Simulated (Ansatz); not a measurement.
## Te (model structure, started from the lonsdaleite type, P6₃/mmc, No. 194, 4 atoms in the cell)

Method: PBEsol in Ansatz (PAW).

Run with plane-wave cutoff 500 eV, 12×12×6 k mesh (along the axes of the cell as run), Fermi–Dirac smearing 0.05 eV, scalar-relativistic PAW data made under PBE.

Cell (relaxed at this level):

```
Te
1.0
    4.90553     0.00000     0.00000
   -2.45277     4.24832     0.00000
    0.00000     0.00000     9.85640
Te
4
Direct
  0.33333   0.66667   0.03683
  0.66667   0.33333   0.53683
  0.66667   0.33333   0.96317
  0.33333   0.66667   0.46317
```

```json
{
 "band_gap": "none"
}
```

Note: the relaxation could raise the start's symmetry but not lower it, so the cell can be a saddle point.

Spin–orbit coupling is not included.

The computed numbers hold no vibrational or temperature effects.

A model structure was made by putting elements into a prototype or built by hand; it is no filed structure, need not be a known phase, and can be a saddle point held by its symmetry.

Ansatz is a program for electronic structure.
